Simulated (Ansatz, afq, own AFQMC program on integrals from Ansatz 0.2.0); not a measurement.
Integrals from Ansatz 0.2.0, then the random walk in our own AFQMC program (afq).

```yaml
crystal:
  periodic: [false, false, false]
  atoms:
    - {symbol: N, position_ang: [-1.316409, 0.305802, -1.345772]}
    - {symbol: W, position_ang: [-0.102559, -0.243483, -0.194666]}
    - {symbol: N, position_ang: [1.236210, -1.229057, -0.776368]}
    - {symbol: N, position_ang: [-0.678218, -0.498027, 1.663788]}
    - {symbol: H, position_ang: [-1.817218, 0.394042, -2.223947]}
    - {symbol: H, position_ang: [1.797951, -1.781886, -1.415750]}
    - {symbol: H, position_ang: [-0.195701, -1.075999, 2.348215]}
    - {symbol: H, position_ang: [-1.592596, -0.237211, 2.026460]}
basis:
  gaussian: {orbitals: def2-SVP}
magnetization: {spin_polarized: true, initial_magnetization: 1}
correlation: {method: ccsd_t, electrons: outside_noble_gas, hamiltonian_folder: ham}
```

```sh
$ ansatz run in.yaml --threads 1 --pin off --events-out ev --progress --plain --max-ram 24576MiB --backend cuda --devices 0, --max-vram 18GiB
```

Options of the walk:

```
--method phaseless --trial cisd --walkers 1800 --populations 20 --least-time 60 --time-step 0.005 --steps-per-block 50 --equilibration-blocks 40 --max-blocks 4000 --target-error 0.0003 --factor-cut 1e-05 --start spin_pure --seed 3701 --release-times 0.24,0.48,0.8,1.2 --release-step 0.04 --release-every 5 --taylor-order 6
```

Times are imaginary, in 1/Eh. The walk had a cap of 357 s. With eight or more populations the least sampling time is a fifth of least-time, and the error comes from their spread. Core potentials past Kr, no spin–orbit coupling.

afq prints:

```
orbitals 87  electrons 13 12  factors 758 of 954
reference energy -231.93728771 Eh
CCSD correlation -0.71432283 Eh in 16 cycles, weight of the determinant in the CISD state 0.7194
energy of the start -232.599631 Eh
 block  time / (1/Eh)  mean weight  energy / Eh
     1     0.250  1.0004  -232.605336
     2     0.500  1.0003  -232.632669
     3     0.750  0.9992  -232.647351
     4     1.000  0.9999  -232.664093
     5     1.250  0.9996  -232.672048
     7     1.750  1.0007  -232.682540
     9     2.250  1.0003  -232.686642
    13     3.250  1.0000  -232.688248
    21     5.250  1.0008  -232.694311
    29     7.250  0.9999  -232.696173
    37     9.250  0.9993  -232.692450
    41    10.250  1.0001  -232.686234
    45    11.250  0.9999  -232.686686
    53    13.250  0.9999  -232.694895
    61    15.250  1.0011  -232.690087
    69    17.250  1.0004  -232.694601
    77    19.250  1.0003  -232.688245
    85    21.250  1.0001  -232.693034
    93    23.250  1.0000  -232.695452
   101    25.250  0.9995  -232.686672
   109    27.250  1.0009  -232.700525
   117    29.250  1.0010  -232.698182
   125    31.250  1.0001  -232.695316
   133    33.250  1.0000  -232.696054
   141    35.250  1.0001  -232.687938
   149    37.250  1.0004  -232.698973
   157    39.250  0.9998  -232.695512
   165    41.250  1.0001  -232.693961
   173    43.250  1.0002  -232.695833
   181    45.250  0.9999  -232.687143
   189    47.250  1.0011  -232.695312
error from the spread of 20 populations
released: time / (1/Eh)  energy / Eh  error  mean overlap
  0.24  -232.691838  0.000815  0.9963
  0.48  -232.693510  0.000673  0.9866
  0.80  -232.693099  0.000784  0.9789
  1.20  -232.691778  0.000821  0.9718
energy -232.692530 +/- 0.000771 Eh
(rows thinned)
```

The run passed its tests (sampling time, drift between the halves within three errors, error under three times the target), which doesn't prove that it has relaxed, ending at its cap on processor time.

Against this walk (error 21.0 meV) on the same determinant: CCSD(T) 154.0 meV higher. The error is statistical and leaves out the bias of the constraint. The determinant has ⟨S²⟩ = 1.00, so the low cluster orders mix in higher spin (the high orders can go on to a lower state of that spin), while the walk starts as a pure doublet. None of these is a sure reference here. Released to 1.20 1/Eh the energy moves by 20 ± 31 meV (both errors), within twice the noise.

Cautions: constraint bias not in the error; error above the target (21.0 against 8.2 meV); no spin-orbit coupling; outer-core shells of the metal frozen; higher spins were not checked; raised T1 diagnostic (T1 0.041, weight of the determinant 0.72, largest double 0.07); unrestricted determinant spin contaminated (⟨S²⟩ 1.00 against 0.75); the bias of populations of 90 walkers isn't removed.

The walk took 6.1 min on 1 × NVIDIA H100 80GB HBM3 with 2 threads of AMD EPYC 7R13 Processor (Zen 3), with other jobs on the host (the card was shared). The log's last line is the phaseless energy.
